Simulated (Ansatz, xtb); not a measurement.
## A geometry optimisation of CH5FNO2+ with r2SCAN-D4/def2-SVP

The starting geometry of this gas-phase singlet was built from a drawn formula by distance geometry and a force field; its bonds are those of `NO[C@H]([OH2+])F`.

```yaml
atoms:
  - { symbol: C, position_ang: [0.3493, -0.1209, 0.6155] }
  - { symbol: F, position_ang: [1.5184, -0.1583, 1.1957] }
  - { symbol: N, position_ang: [-0.3316, -2.3920, 0.1413] }
  - { symbol: O, position_ang: [-0.4051, -1.2289, 1.0735] }
  - { symbol: O, position_ang: [0.7241, -0.3702, -0.7582] }
  - { symbol: H, position_ang: [0.1081, -3.0901, 0.8685] }
  - { symbol: H, position_ang: [-1.2838, -2.6796, 0.1422] }
  - { symbol: H, position_ang: [-0.1553, 0.8630, 0.7310] }
  - { symbol: H, position_ang: [1.6676, -0.4385, -0.7271] }
  - { symbol: H, position_ang: [0.2913, -1.2812, -0.8183] }
```

Q: Where would you expect an optimisation with r2SCAN-D4/def2-SVP to take it?

A: It rearranges to `[NH3+]O[C@H](O)F`. Contacts that open: O5–H10 (1.01 → 2.11 Å). Contacts that close: N3–H10 (1.59 → 1.04 Å).

The energy falls by 1.59 eV over 18 steps:

```csv
step,E − E(last) (eV)
1,1.589
3,0.848
5,0.617
7,0.289
9,0.031
10,0.018
12,0.004
14,0.000
16,0.000
18,0.000
```

Final geometry (Å):

```xyz
10

C     0.4395   -0.1390    0.5344
F     1.4034   -0.5571    1.3932
N    -0.3443   -2.2921    0.2576
O    -0.6824   -1.0003    0.6932
O     0.8483   -0.2789   -0.7495
H     0.3221   -2.7361    0.9161
H    -1.2276   -2.8234    0.2362
H     0.0604    0.8515    0.8386
H     1.5858    0.3163   -0.9641
H     0.0778   -2.2375   -0.6916
```

From the same start GFN2-xTB reaches the same bonding as this run.

No frequencies were run, so the end isn't proven a minimum. Run with Ansatz 0.2.0, 39 s on 2 threads of Arm Neoverse V1, with other jobs on the host.
